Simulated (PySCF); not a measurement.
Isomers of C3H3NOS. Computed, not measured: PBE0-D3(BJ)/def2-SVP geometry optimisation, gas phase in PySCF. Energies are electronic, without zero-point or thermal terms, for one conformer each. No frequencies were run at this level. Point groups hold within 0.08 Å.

Question: Order them by energy at this level, lowest first, and give relative energies in kcal/mol.
A. `[SH:1][c:2]1[cH:3][cH:4][n:5][o:6]1` with H–S1–C2–C3 179°
B. `[SH:1][c:2]1[cH:3][n:4][o:5][cH:6]1` with H–S1–C2–C3 1°
C. `[OH:1][c:2]1[cH:3][n:4][s:5][cH:6]1` with H–O1–C2–C3 179°

Answer: C (0.0), A (22.1), B (24.8).

As drawn, the lowest has an O–H bond, which the highest lacks; the highest has an N–O linkage and an S–H bond, which the lowest lacks.

```tsv
SMILES	E (Eh)	E rel (kcal/mol)	dipole (D)	point group	A, B, C (MHz)
Oc1cnsc1	-643.54853	0.0	3.44	Cs	7596, 2609, 1942
Sc1ccno1	-643.51336	22.1	1.96	Cs	9512, 2155, 1757
Sc1cnoc1	-643.50895	24.8	2.30	Cs	9493, 2026, 1670
```

How do the relative energies change in single points at PBE0/pcSseg-1 (no added dispersion term) on the same geometries?

```json
{"SMILES": "Oc1cnsc1", "PBE0-D3(BJ)/def2-SVP (kcal/mol)": "0.0", "PBE0/pcSseg-1 (kcal/mol)": "0.0", "shift": "0.0"}
{"SMILES": "Sc1ccno1", "PBE0-D3(BJ)/def2-SVP (kcal/mol)": "22.1", "PBE0/pcSseg-1 (kcal/mol)": "21.4", "shift": "-0.7"}
{"SMILES": "Sc1cnoc1", "PBE0-D3(BJ)/def2-SVP (kcal/mol)": "24.8", "PBE0/pcSseg-1 (kcal/mol)": "24.2", "shift": "-0.6"}
```

Each column counts from its own lowest isomer. The order is unchanged; the largest shift is 0.7 kcal/mol.
